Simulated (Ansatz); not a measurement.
in.yaml

```yaml
crystal:
  periodic: [false, false, false]
  atoms:
    - {symbol: Al, position_ang: [0.033497, -0.056767, 0.000116]}
    - {symbol: H, position_ang: [1.619273, -0.041715, 0.000033]}
    - {symbol: H, position_ang: [-1.769586, 2.998910, -0.006126]}
    - {symbol: H, position_ang: [-0.746356, -1.437612, 0.002989]}
basis:
  gaussian: {orbitals: def2-SVP}
correlation: {method: fic_mrcisd_q, electrons: outside_noble_gas, active_space: {window: {electrons: 2, orbitals: 2}}}
scf: {omitted_lower_state_checks: [cluster_reference]}
magnetization: {spin_polarized: true, initial_magnetization: 0}
```

```sh
$ ansatz run in.yaml --threads 1 --pin off --events-out ev --progress --plain --max-ram 2393MiB
```

One thing in this input was set wrong on purpose, beside settings that are merely unusual. What is the gravest fault, and what does the program do?

Active space on unrestricted orbitals. How the run ends: refused.
```
Error: invalid value for `correlation.active_space`: it starts from restricted Hartree–Fock orbitals; set hamiltonian.xc: hf without magnetization.spin_polarized
```
